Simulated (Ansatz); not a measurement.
**SiH₂O+ (quartet): from Hartree-Fock to the top rungs, def2-QZVPP**

One table from this session's results is given with a row withheld; the runs are named, their logs left out.

Program: Ansatz 0.2.0, Gaussian basis. Level of theory: def2-QZVPP, core rule «outside noble gas», up to 6 orbitals frozen. These are calculated values, not measurements.

Plan: UHF; ROHF; CCSD(T) on UHF.

2 further runs of the same task are left out: 2 set aside as unsound or not needed.

## What is computed

The geometry is a PBE0/def2-TZVP stationary point (not a proven minimum) of the parent state, kept for this charge and spin.

4 atoms, charge 1, spin multiplicity 4.

Atoms are counted from 1 here; the program's logs count them from 0.

Bond lengths: Si1–O2 1.676 Å, Si1–H3 1.466 Å, Si1–H4 1.466 Å. Angles: O2–Si1–H3 114.7°, O2–Si1–H4 114.7°, H3–Si1–H4 130.6°.

The first run:

File in.yaml:

```yaml
crystal:
  periodic: [false, false, false]
  atoms:
    - {symbol: Si, position_ang: [0.000000, 0.000000, 0.554993]}
    - {symbol: O, position_ang: [0.000000, 0.000000, -1.121434]}
    - {symbol: H, position_ang: [0.000000, 1.331946, 1.168229]}
    - {symbol: H, position_ang: [0.000000, -1.331946, 1.168229]}
basis:
  gaussian: {orbitals: "def2-QZVPP.json"}
total_charge: 1
magnetization: {spin_polarized: true, initial_magnetization: 3}
hamiltonian: {xc: hf}
output: {orbitals: {seedname: orbitals}}
```

Started as:

```sh
> ansatz run in.yaml --threads 1 --pin off --events-out ev --progress --plain --max-ram 4096MiB --backend cpu
```

Among the steps run: UHF; ROHF; CCSD(T) on UHF.

One of the session's tables, all rows but one given; the rest of the session is left out.

| method | from UCCSD(T) (meV) |
| --- | --- |
| ROHF | ? |
| UHF | +8294.8 |
| UMP2 | +1397.0 |
| UCCSD | +280.3 |
| UCCSD(T) | 0 |

Q: Estimate the row for ROHF from the others.

As computed: from UCCSD(T) (meV): +8628.4. In the column «from UCCSD(T) (meV)» it is the highest.
